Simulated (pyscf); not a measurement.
## Four-centre exchange: H₂S + gallane (GaH₃) → HS–GaH₂ + hydrogen (H₂)

Gas phase, singlet surface, charge 0. Bonds broken: S1–H2, Ga4–H5. Bonds formed: S1–Ga4, H2–H5. Structures and frequencies: ωB97X-D3(BJ)/def2-SVP in PySCF.

Transition state (Å):

```xyz
7

S      0.2560    -0.3459     1.1035
H     -1.3247    -0.1744     0.6944
H      0.2761    -1.6303     0.6960
Ga    -0.7536     0.5056    -0.9588
H     -2.1433     0.1013    -0.0010
H     -0.5916     2.0486    -0.9347
H     -0.5915    -0.5568    -2.0797
```

One imaginary mode, 1269i cm⁻¹; descent along it reached the two sides named, in the forms told below.

| bond | change | reactant side (Å) | saddle | product side |
|---|---|---|---|---|
| S1–H2 | breaks | 1.347 | 1.642 | 3.3 |
| Ga4–H5 | breaks | 1.576 | 1.736 | 2.7 |
| S1–Ga4 | forms | 2.6 | 2.449 | 2.201 |
| H2–H5 | forms | 3.2 | 1.109 | 0.762 |

Electronic energies relative to the separated reactants (kJ/mol):

| level | barrier | reaction energy | reverse barrier |
|---|---|---|---|
| ωB97X-D3(BJ)/def2-TZVP | 21.6 | -96.2 | 117.8 |
| PBE/def2-TZVP | 1.3 | -90.0 | 91.3 |
| r²SCAN/def2-TZVP | 2.0 | -94.4 | 96.4 |
| B3LYP-D3(BJ)/def2-TZVP | 25.2 | -87.2 | 112.4 |
| PBE0-D3(BJ)/def2-TZVP | 8.9 | -88.8 | 97.7 |
| M06-2X/def2-TZVP | 21.3 | -99.5 | 120.8 |
| ωB97M-D3(BJ)/def2-TZVP | 36.5 | -80.6 | 117.1 |
| HF/def2-TZVP | 103.9 | -68.5 | 172.4 |

With ωB97M-D3(BJ)/def2-TZVP energies and thermal terms (ideal gas, 1 atm, RRHO with modes under 100 cm⁻¹ raised to 100, one conformer, R ln 2 for chiral ones without a mode under 150 cm⁻¹), in kJ/mol:

| T (K) | ΔH‡ | ΔG‡ | ΔH | ΔG |
|---|---|---|---|---|
| 298 | 36.1 | 75.2 | -82.2 | -77.4 |
| 600 | 36.5 | 114.9 | -77.7 | -74.3 |
| 900 | 39.0 | 153.6 | -74.5 | -73.3 |
| 1200 | 42.0 | 191.3 | -72.4 | -73.2 |

On the reactant side the descent ends in an adduct with a Ga–S contact, 60.6 kJ/mol under the separated species and 82.1 kJ/mol under the saddle at ωB97X-D3(BJ)/def2-TZVP. What is counted as formed (Ga–S) is already present as a longer contact in the reactant adduct; forming that adduct is a step of its own. One saddle was located; it need not be the lowest between these sides. Elements up to Kr have no core potential and no relativistic terms here.
